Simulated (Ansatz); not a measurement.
## Interaction energy ladder

The pair of SiH4 (SMILES [SiH4], atoms 1–5) and SiH4 (SMILES [SiH4], atoms 6–10), both closed shells, in one local arrangement (a lower one may exist), relaxed at PBE0-D4/def2-TZVP:

```
10
angstrom
Si 0.0236 -0.1661 -2.0031
H -1.1326 0.7601 -1.9082
H 0.0334 -0.8136 -3.3397
H -0.0934 -1.2108 -0.9533
H 1.2860 0.5902 -1.8081
Si -0.0235 0.1660 2.0031
H 1.1211 -0.7644 1.8371
H 0.0440 0.8029 3.3432
H -1.2985 -0.5831 1.8726
H 0.0397 1.2186 0.9564
```

Computed with Ansatz 0.2.0 (basis: def2-TZVPPD, with def2-QZVPPD for the basis limit); correlated methods freeze the cores. B3LYP uses VWN-RPA correlation. Extrapolation: Hartree–Fock as exp(−7.88 √X), correlation as X^−2.97. Interaction energies count from these two fragments, frozen as in the pair, with the counterpoise correction; negative means bound.

(1) What is the interaction energy by CCSD(T) at an estimated basis limit (MP2 extrapolated from triple and quadruple zeta, plus CCSD(T) − MP2 in triple zeta)? (An estimate is asked for; the value comes from the calculation.)

The T1 diagnostic stays at or below 0.012.

## Answers

(1) Computed: -0.97 kcal/mol. Hartree–Fock alone gives 0.91 kcal/mol at the basis limit, so without correlation the pair would not bind at this distance. It counts from the two fragments frozen as in the pair.

The same quantity by other methods in triple zeta, and each one's difference from that estimate:
```csv
method,E_int (kcal/mol),difference
PBE-D4,-1.32,-0.35
revPBE-D4,-1.13,-0.16
BLYP-D4,-0.96,0.01
r2SCAN-D4,-0.88,0.09
B97M-V,-0.95,0.02
PBE0-D4,-1.21,-0.24
B3LYP-D4,-1.07,-0.10
HSE06-D4,-1.20,-0.23
wB97X-V,-0.99,-0.02
wB97M-V,-1.02,-0.04
B2PLYP,0.10,1.08
HF,0.92,1.89
MP2,-0.69,0.28
CCSD,-0.53,0.45
CCSD(T),-0.75,0.22
```
Differences are method less estimate.

Basis-set superposition shift (counterpoise-corrected less uncorrected): CCSD(T) 0.22; MP2 0.22; HF 0.04; PBE0-D4 0.03; wB97M-V 0.04 kcal/mol.

For scale, one of the runs: CCSD(T)/def2-TZVPPD, 232 basis functions, launched by `ansatz run in.yaml --threads 2 --pin off --events-out ev --progress --plain --max-ram 5222MiB`. Hardware: 2 CPU threads of an Arm Neoverse V2, shared host. Wall time 42 s; peak host memory 3.7 GiB.
